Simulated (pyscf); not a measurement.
Optimised with ωB97X-D3(BJ)/def2-SVP in PySCF.

Q: Estimate by transition-state theory the rate constant of `[Cl][GaH2]` + `[OH][SiH3]` -> `[SiH3][O][GaH][Cl]` + `[H][H]` (singlet surface; Ga–H, H–O broken, Ga–O, H–H formed) at 900 K, with ωB97M-D3(BJ)/def2-TZVP energies (ideal gas, 1 atm, RRHO with modes under 100 cm⁻¹ raised to 100, one conformer, R ln 2 for chiral ones without a mode under 150 cm⁻¹; no tunnelling).

A: The electronic barrier is 10.8 kcal/mol and the thermal terms add +33.0, so ΔG‡ = 43.8 kcal/mol. With k_BT/h = 1.88e+13 s⁻¹ and RT = 1.788 kcal/mol, and a volume of 1.23e-19 cm³ per molecule at 1 atm, k = 5.3e-17 cm³ molecule⁻¹ s⁻¹. Wigner's tunnelling factor for 1385i cm⁻¹ would be 1.20. A shift of 1 kcal/mol in the barrier changes k by a factor 1.7. On the reactant side the descent ends in an adduct with a Ga–O contact, 18.4 kcal/mol under the separated species and 26.2 kcal/mol under the saddle at ωB97X-D3(BJ)/def2-TZVP. What is counted as formed (Ga–O) is already present as a longer contact in the reactant adduct; forming that adduct is a step of its own. At the saddle there is also a short Ga–H contact that neither side keeps. At ωB97X-D3(BJ) the barrier from the zero used here is 7.8 kcal/mol. One saddle was located; it need not be the lowest between these sides. Elements up to Kr have no core potential and no relativistic terms here.
